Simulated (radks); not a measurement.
**N²⁻ held by a Watson sphere**

The task here is to estimate one member of a computed series from the others.

Program: radks (a radial shooting solver on a logarithmic mesh, Libxc functionals) version 1. Level of theory: non-relativistic Kohn-Sham, PBE, spin-unpolarised, spherical densities, point nucleus. These are calculated values, not measurements, unless marked.

### What is computed

| Quantity | Value |
| --- | --- |
| element | nitrogen (Z = 7) |
| charge | -2 |
| electrons | 9 |
| configuration | [He] 2s2 2p5 |

Outer shells as boxes (Hund's rule):

N²⁻
```
[He] core
2s [↑↓]
2p [↑↓][↑↓][↑ ]
```

Set-up of the first run:

Input:

```text
Z 7
configuration [He] 2s2 2p5
relativity non-relativistic
functional pbe,pbe
spin unpolarised
nucleus point
watson charge 2.96 radius 2.19 bohr
response adiabatic LDA kernel
```

Started as:

```sh
python run_ks.py task.json out
```

All runs below come from this command, one after another.

Among the steps run: R = 2.19 bohr; R = 2.45 bohr; R = 2.68 bohr; R = 2.85 bohr; R = 2.86 bohr; R = 3.36 bohr; R = 3.39 bohr; R = 3.41 bohr; R = 3.66 bohr.

One of the session's tables, all rows but one given; the rest of the session is left out.

| R (bohr) | highest level (eV) | its <r> (bohr) | sum of <r²> (bohr²) | α (bohr³) |
| --- | --- | --- | --- | --- |
| 2.19 | -16.043 | 1.639 | 22.09 | 12.72 |
| 2.45 | -14.565 | 1.716 | 24.12 | 16.36 |
| 2.68 | -13.406 | 1.780 | 25.90 | 20.33 |
| 2.85 | -12.631 | 1.826 | 27.21 | 23.79 |
| 2.86 | -12.587 | 1.829 | 27.29 | 24.01 |
| 3.36 | -10.667 | 1.957 | 31.19 | 37.54 |
| 3.39 | -10.566 | 1.964 | 31.43 | 38.53 |
| 3.41 | ? | ? | ? | ? |
| 3.66 | -9.725 | 2.030 | 33.60 | 48.57 |

Estimate the missing values for R (bohr) = 3.41.

Worked estimate for «highest level (eV)». A straight line through the neighbours (3.39, -10.566) and (3.66, -9.725) gives -10.566 + (-9.725 + 10.566) × (3.41 − 3.39) / (3.66 − 3.39) = -10.504; a parabola fitted to 3 rows on both sides gives -10.500.

As computed: highest level (eV): -10.500; its <r> (bohr): 1.969; sum of <r²> (bohr²): 31.59; α (bohr³): 39.21. In «highest level (eV)» the line misses by -0.004 and the parabola by 0.000.

From R = 2.19 to 3.66 bohr the top level moves from -16.043 to -9.725 eV and its mean radius from 1.64 to 2.03 bohr. A wider sphere makes a shallower well, so the ion swells. Response by self-consistent Sternheimer equations with the Hartree and adiabatic LDA kernel.
